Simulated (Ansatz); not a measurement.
Results of LDA (Ansatz, a program for electronic structure, plane waves, PAW) for solid chlorine.

Settings: plane-wave cutoff 520 eV, 10×10×4 k mesh (along the axes of the cell as run), Fermi–Dirac smearing 0.01 eV, scalar-relativistic PAW data made under PBE.

Results at a series of volumes:

```
V (Å³/atom)  E − E_lowest (meV/atom)  P (GPa)
-----------  -----------------------  -------
21.495                          2.09    0.801
21.943                          0.49    0.367
22.390                          0.00   -0.007
22.838                          0.46   -0.314
23.286                          1.70   -0.567
```

### Question
Estimate the bulk modulus from the pressures at 21.943 and 22.838 Å³/atom, and compare it with a fit to all energies.

### Answer
B = −V dP/dV. Between V = 21.943 and 22.838 Å³/atom, dP/dV = (-0.314 − (0.367))/(22.838 − 21.943) = -0.761 GPa per Å³/atom; at the midpoint 22.391 Å³/atom this gives B ≈ 17.0 GPa. The third-order Birch–Murnaghan fit gives V0 = 22.383 Å³/atom, B0 = 16.8 GPa, B′ = 8.0, which lies 1 % below that estimate.

Shape and atoms are relaxed at each volume.

Note: the bulk modulus comes from volumes at which shape and atoms were relaxed.

The computed numbers hold no vibrational or temperature effects.

The result took about 6 core-minutes (a rough figure).
